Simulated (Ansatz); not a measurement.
Reaction (SMILES): C=O (CH2-O) → [CH-]=O + H+
B3LYP-D3(BJ)/def2-TZVP geometries, fixed; electronic energies without zero-point terms.

Basis-set convergence of the deprotonation energy at CCSD(T) with Ansatz (a quantum-chemistry and plane-wave program). Cartesian d functions, on some or all atoms, in 6-31G*, 6-31+G*; all else is spherical. Cores are frozen. No added dispersion term, no relativity. Functions are those of the species that has most. Reference: Hartree-Fock in aug-cc-pVQZ plus the correlation part extrapolated as X^-3 from aug-cc-pVTZ and aug-cc-pVQZ, 403.57 kcal/mol, itself unsure by roughly 0.07 kcal/mol (a third of the extrapolation step and of the last Hartree-Fock step). Deviations are taken from unrounded values.

```csv
basis,functions,deprotonation energy (kcal/mol)
6-31G*,34,423.84
6-31+G*,42,402.36
cc-pVDZ,38,422.37
aug-cc-pVDZ,64,400.98
def2-SVP,38,421.76
def2-SVPD,59,407.57
pcseg-1,38,417.62
aug-pcseg-1,64,402.71
6-311G**,48,419.98
6-311+G**,56,406.41
def2-TZVP,74,408.48
def2-TZVPD,95,404.39
cc-pVTZ,88,413.96
aug-cc-pVTZ,138,403.42
pcseg-2,88,409.43
aug-pcseg-2,138,404.42
def2-TZVPP,90,409.76
def2-TZVPPD,111,405.92
cc-pVQZ,170,409.43
aug-cc-pVQZ,252,403.59
def2-QZVPP,174,407.31
def2-QZVPPD,195,405.24
```

What the diffuse functions change, pair by pair:
- 6-31G* to 6-31+G*: 8 more functions, deviation 20.27 to -1.20 kcal/mol
- cc-pVDZ to aug-cc-pVDZ: 26 more functions, deviation 18.80 to -2.59 kcal/mol
- def2-SVP to def2-SVPD: 21 more functions, deviation 18.19 to 4.00 kcal/mol
- pcseg-1 to aug-pcseg-1: 26 more functions, deviation 14.05 to -0.86 kcal/mol
- 6-311G** to 6-311+G**: 8 more functions, deviation 16.41 to 2.84 kcal/mol
- def2-TZVP to def2-TZVPD: 21 more functions, deviation 4.91 to 0.82 kcal/mol
- cc-pVTZ to aug-cc-pVTZ: 50 more functions, deviation 10.39 to -0.15 kcal/mol
- pcseg-2 to aug-pcseg-2: 50 more functions, deviation 5.86 to 0.85 kcal/mol
- def2-TZVPP to def2-TZVPPD: 21 more functions, deviation 6.19 to 2.35 kcal/mol
- cc-pVQZ to aug-cc-pVQZ: 82 more functions, deviation 5.86 to 0.02 kcal/mol
- def2-QZVPP to def2-QZVPPD: 21 more functions, deviation 3.74 to 1.68 kcal/mol

Leaving out the reference's own pair, they bring the value nearer the reference by more than 0.07 kcal/mol in 10 of 10 pairs.
